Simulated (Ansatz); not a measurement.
# H2Cl (doublet): from Hartree-Fock to the top rungs at distance H1–H2 along a hydrogen transfer = 0.926 Å, cc-pVDZ

How much of the correlation energy of H2Cl (doublet) does each wave-function method recover here?

The runs use Ansatz 0.2.0, Gaussian basis; cc-pVDZ, core rule «outside noble gas», up to 5 orbitals frozen.

To be run: UHF; CCSD(T) on ROHF; CCSD(T) on UHF; BCCD(T) on ROHF; CISD; CCSDT(Q) on ROHF; CCSDT(Q) on UHF; CCSDTQ on ROHF; CCSDTQ on UHF; CASSCF and MRCISD+Q, 3 electrons in 3 orbitals; CASSCF and NEVPT2, 3 electrons in 3 orbitals; CASSCF and MRCISD+Q, 9 electrons in 6 orbitals; CASSCF and NEVPT2, 9 electrons in 6 orbitals; Full CI.

## (1) What is computed

The geometry derives from fragments relaxed apart (PBE0/def2-TZVP) and kept rigid, so it is no stationary point. A hydrogen atom is moved between rigid fragments.

3 atoms, charge 0, spin multiplicity 2.

Atoms are counted from 1 here; the program's logs count them from 0.

Bond lengths: H2–Cl3 1.485 Å.

## (2) UHF

The input, in.yaml:

```yaml
crystal:
  periodic: [false, false, false]
  atoms:
    - {symbol: H, position_ang: [0.000000, 0.000000, -1.112333]}
    - {symbol: H, position_ang: [0.000000, 0.000000, -0.186333]}
    - {symbol: Cl, position_ang: [0.000000, 0.000000, 1.298667]}
basis:
  gaussian: {orbitals: cc-pVDZ}
magnetization: {spin_polarized: true, initial_magnetization: 1}
hamiltonian: {xc: hf}
output: {orbitals: {seedname: orbitals}}
```

Launch:

```bash
ansatz run in.yaml --threads 1 --pin off --events-out ev --progress --plain --max-ram 2816MiB --backend cpu
```

Further steps of the session: CCSD(T) on ROHF; CCSD(T) on UHF; BCCD(T) on ROHF; CISD; CCSDT(Q) on ROHF; CCSDT(Q) on UHF; CCSDTQ on ROHF; CCSDTQ on UHF; CASSCF and MRCISD+Q, 3 electrons in 3 orbitals; CASSCF and NEVPT2, 3 electrons in 3 orbitals; CASSCF and MRCISD+Q, 9 electrons in 6 orbitals; CASSCF and NEVPT2, 9 electrons in 6 orbitals; Full CI.

Before running them: what should the planned runs give, taken together? Wanted: FCI below the RHF energy; RMP2 from FCI; UMP2 from FCI; RCCSD from FCI; RCCSD(T) from FCI; UCCSD(T) from FCI; RCCSDT(Q) from FCI; UCCSDT(Q) from FCI; NEVPT2 pair from FCI.

**Answer**, as computed:

```
                         quantity                                                                                                                 value
         FCI below the RHF energy                                                                                                            -5.1488 eV
                    RMP2 from FCI                                                                                                            +638.6 meV
                    UMP2 from FCI                                                                                                            +705.3 meV
                   RCCSD from FCI                                                                                                            +101.2 meV
                RCCSD(T) from FCI                                                                                                             +18.3 meV
                UCCSD(T) from FCI                                                                                                             +18.5 meV
               RCCSDT(Q) from FCI                                                                                                              +0.6 meV
               UCCSDT(Q) from FCI                                                                                                              +0.6 meV
             NEVPT2 pair from FCI                                                                                                            +572.2 meV
           MRCISD+Q pair from FCI                                                                                                              +2.4 meV
          NEVPT2 valence from FCI                                                                                                            +954.3 meV
levels within 1 kcal/mol (43 meV)  RCCSD(T), UCCSD(T), BCCD(T), RCCSDT, UCCSDT, RCCSDT(Q), UCCSDT(Q), RCCSDTQ, UCCSDTQ, MRCISD+Q pair, MRCISD+Q valence
                    T1 diagnostic                                                                                                                 0.022
   effectively unpaired electrons                                                                                                                  1.03
```

What this shows: RCCSD(T) misses by +18.3 meV, 0.4 % of the correlation energy. One determinant dominates. Of the multireference levels listed MRCISD+Q pair comes nearest in total energy (+2.4 meV), which doesn't show that its space is the better one. These misses are within one basis, not against nature; the frozen cores of restricted and unrestricted runs differ, which can shift their rows.
